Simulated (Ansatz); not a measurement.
**The fluorine atom (doublet): the correlation ladder, 6-31G***

One table from this session's results is given with a row withheld; the runs are named, their logs left out.

Computed with Ansatz 0.2.0, Gaussian basis. Level: 6-31G*, core rule «outside noble gas», up to 1 orbitals frozen.

Plan: CCSD(T) on UHF; BCCD(T) on ROHF; CISD; CCSDT(Q) on ROHF; CCSDT(Q) on UHF; CISDTQ; CCSDTQ on ROHF; CCSDTQ on UHF; CASSCF and MRCISD+Q, 7 electrons in 4 orbitals; CASSCF and MRCISD+Q(relaxed), 7 electrons in 4 orbitals; CASSCF and NEVPT4(SD), 7 electrons in 4 orbitals; CASSCF and NEVPT2, 7 electrons in 4 orbitals; Full CI.

**The atom**

A free atom, in its lowest state of this spin that the program finds.

1 atom, charge 0, spin multiplicity 2.

The first run:

The input, in.yaml:

```yaml
crystal:
  periodic: [false, false, false]
  atoms:
    - {symbol: F, position_ang: [0.000000, 0.000000, 0.000000]}
basis:
  gaussian: {orbitals: "6-31G*"}
magnetization: {spin_polarized: true, initial_magnetization: 1}
correlation: {method: ccsd_t, electrons: outside_noble_gas}
```

Launch:

```console
$ ansatz run in.yaml --threads 1 --pin off --events-out ev --progress --plain --max-ram 2393MiB
```

Among the steps run: CCSD(T) on UHF; BCCD(T) on ROHF; CISD; CCSDT(Q) on ROHF; CCSDT(Q) on UHF; CISDTQ; CCSDTQ on ROHF; CCSDTQ on UHF; CASSCF and MRCISD+Q, 7 electrons in 4 orbitals; CASSCF and MRCISD+Q(relaxed), 7 electrons in 4 orbitals; CASSCF and NEVPT4(SD), 7 electrons in 4 orbitals; CASSCF and NEVPT2, 7 electrons in 4 orbitals; Full CI.

One table of the session follows, with a row left open; its other results are not shown here.

| method | from FCI (meV) |
| --- | --- |
| UHF | +3649.0 |
| UMP2 | +320.7 |
| UCCSD | +37.4 |
| UCCSD(T) | ? |
| BCCD(T) | +4.9 |
| UCCSDT | +0.6 |
| UCCSDT(Q) | -0.5 |
| UCCSDTQ | -0.5 |
| CASSCF valence | +3735.1 |
| NEVPT2 valence | +745.5 |
| NEVPT4(SD) valence | +57.7 |
| MRCISD valence | +112.7 |
| MRCISD+Q valence | +4.8 |
| MRCISD+Q(relaxed) valence | +4.8 |
| FCI | 0 |

**Question.** Estimate the row for UCCSD(T).

As computed: from FCI (meV): +4.6. In the column «from FCI (meV)» it lies between UCCSDT (+0.6) and MRCISD+Q valence (+4.8).

Among the levels timed on like hardware and quicker than the yardstick, those that no quicker one beats, quickest first: NEVPT2 valence (0.06 s, +745.5 meV); MRCISD+Q valence (0.18 s, +4.8 meV); UCCSD(T) (0.28 s, +4.6 meV); UCCSDT(Q) (1.4 s, -0.5 meV). Runs this short are mostly start-up, so their order is noise.

Not comparable, so not listed: CISD; CCSDT(Q) on ROHF; CISDTQ; CCSDTQ on ROHF (they don't share determinant, frozen orbitals or solution with the rows shown, or repeat one).

Caveats from the session: The yardstick is full CI for this spin, exact in this basis with these frozen cores. Of the multireference levels listed MRCISD+Q valence comes nearest in total energy (+4.8 meV), which doesn't show that its space is the better one. Levels on UHF freeze UHF's core orbitals, full CI those of ROHF, so the U rows can settle a little off it for that reason alone.
